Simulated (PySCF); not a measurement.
# C: electron affinity

C⁻ [He] 2s2 2p3 (4S) → C [He] 2s2 2p2 (3P), as a difference of total energies. All numbers are calculated (PySCF 2.14, the spin-free X2C one-electron Hamiltonian (Gaussian nucleus), in aug-cc-pCVTZ-DK (7s6p4d2f, 59 functions)). Correlated levels: valence and next inner shell: nothing frozen. The calculations carry no spin-orbit coupling.

```json
{"method": "UHF", "electron affinity (eV)": "0.451"}
{"method": "MP2 (valence and next inner shell)", "electron affinity (eV)": "1.266"}
{"method": "SCS-MP2 (valence and next inner shell)", "electron affinity (eV)": "0.973"}
{"method": "CCSD (valence and next inner shell)", "electron affinity (eV)": "1.151"}
{"method": "CCSD(T) (valence and next inner shell)", "electron affinity (eV)": "1.222"}
```

Question: How much does correlation contribute at CCSD(T) (valence and next inner shell)?

Answer: 1.222 − (0.451) = 0.771 eV, measured against UHF.

Errors of the correlated levels include the incompleteness of this basis.

For comparison: 1.262 eV (measured; photodetachment measurements, as compiled on the Wikipedia data page of electron affinities).
